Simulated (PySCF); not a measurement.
Species: silicon chloride cation, SiCl (charge +1 and singlet state).
Geometry (PBE0-D3(BJ)/def2-SVP, Å), atoms numbered from 1 in this order:
```xyz
2
SiCl angstrom
Si     1.0294   -0.0401    0.0052
Cl    -0.9445    0.0121   -0.0173
```

Method: EOM-IP-CCSD/aug-cc-pVTZ in PySCF, restricted Hartree–Fock reference, 10 core orbitals frozen, non-relativistic, gas phase, PBE0-D3(BJ)/def2-SVP geometry.

Hartree–Fock orbital energies give these Koopmans values (eV): HOMO 18.80, HOMO-1/HOMO-2 20.08.

Q: What vertical ionisation energies does EOM-IP-CCSD give?

A: 
| leading hole (HF orbital) | Koopmans (eV) | EOM-IP-CCSD (eV) | change (eV) | one-hole share |
| --- | --- | --- | --- | --- |
| HOMO | 18.80 | 18.96 | +0.16 | 0.96 |
| HOMO-1/HOMO-2 | 20.08 | 19.72 | -0.36 | 0.95 |

Q: Does the order of the lines follow the orbital energies?

A: Yes, no two lines change places. The corrections run from -0.36 to +0.16 eV, with a mean of -0.10 eV over the 2 lines; EOM-IP-CCSD lies above the Koopmans value for HOMO. Koopmans values leave out both the relaxation of the orbitals and the change in correlation energy.

Q: At what kinetic energies would He II light (40.81 eV) eject these electrons?

A: 21.85 eV (HOMO), 21.09 eV (HOMO-1/HOMO-2).

Q: What total energy has the lowest final state, and which wavelength reaches it?

A: E(CCSD) + ionisation energy = -748.48185 + 0.69694 = -747.78491 Eh, at the geometry of the initial state. The threshold wavelength is 1239.84 eV nm/18.96 eV = 65.4 nm.

One root was sought for each valence orbital with −ε under 21 eV, eight at most, so deeper holes and satellites are missing; no vibrational structure.
